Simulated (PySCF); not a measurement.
A PySCF script (with the pyscf-properties extension) for the NMR shieldings of `c1cpcs1`, C3H3PS, on a GFN2-xTB geometry:

```python
import basis_set_exchange as bse
import numpy as np
from pyscf import gto, dft
from pyscf.prop import nmr

atoms = """
C    -0.802358    0.788518    0.146341
C    -0.981202   -0.515727   -0.160138
S     0.431468   -1.472229   -0.324239
C     1.508615   -0.182411    0.013912
P     0.859960    1.358723    0.342459
H    -1.639317    1.457936    0.266899
H    -1.926045   -1.006868   -0.310098
H     2.557937   -0.418530    0.000298
"""
names = dict.fromkeys(["C", "S", "P", "H"], "pcSseg-1")
basis = {el: gto.basis.parse(bse.get_basis(n, elements=[el], fmt="nwchem")) for el, n in names.items()}
mol = gto.M(atom=atoms, basis=basis, charge=0, verbose=0)
mf = dft.RKS(mol, xc="PBE0")
mf.grids.level = 2
mf.grids.alignment = dft.numint.BLKSIZE   # the property module wants whole blocks of grid points
mf.conv_tol = 1e-9
mf.kernel()

calc = nmr.RKS(mf)   # GIAO
C = mf.mo_coeff
Co = C[:, mf.mo_occ > 0]
resp = mf.gen_response(singlet=True, hermi=2)
def vind(x):   # induced exchange potential for any number of trial vectors
    d = np.einsum("pi,xij,qj->xpq", C, 2 * x.reshape(-1, C.shape[1], Co.shape[1]), Co, optimize=True)
    return np.einsum("xpq,pi,qj->xij", resp(d - d.transpose(0, 2, 1)), C, Co, optimize=True).ravel()
mo1, _ = nmr.rhf.solve_mo1(calc, with_cphf=vind)
sigma = calc.kernel(mo1)
for i, s in enumerate(sigma):   # ppm
    print("%2d %-2s %9.2f" % (i, mol.atom_pure_symbol(i), np.trace(s) / 3))
```

Task: What are the results?

Result: 
```
 0 C      35.67
 1 C      41.53
 2 S     172.60
 3 C      17.26
 4 P      90.85
 5 H      23.35
 6 H      23.48
 7 H      22.88
```

These numbers come from an equivalent density-fitted implementation of the same equations, which agrees with the script to about 0.01 ppm for H and up to a few tenths of a ppm for heavy atoms, so last digits may differ.

Task: Turn these shieldings into chemical shifts. References, each an isolated molecule treated in the same way: ¹³C (σref 186.93) and ¹H (σref 31.72) against TMS; ³³S (σref 503.73) vs CS2; ³¹P (σref 318.38) against H3PO4.

Result: Averaging equivalent atoms: C 3: 169.7; C 0: 151.3; C 1: 145.4; S 2: 331; P 4: 227.5; H 7: 8.83; H 5: 8.37; H 6: 8.24 ppm. Experimental scales use liquid or dissolved standards, which lie at an offset from isolated H3PO4.

Size and cost of the density-fitted run: 114 basis functions, 7.8 s wall time on 1 thread of an Arm Neoverse V1, shared host; peak memory 0.5 GiB.
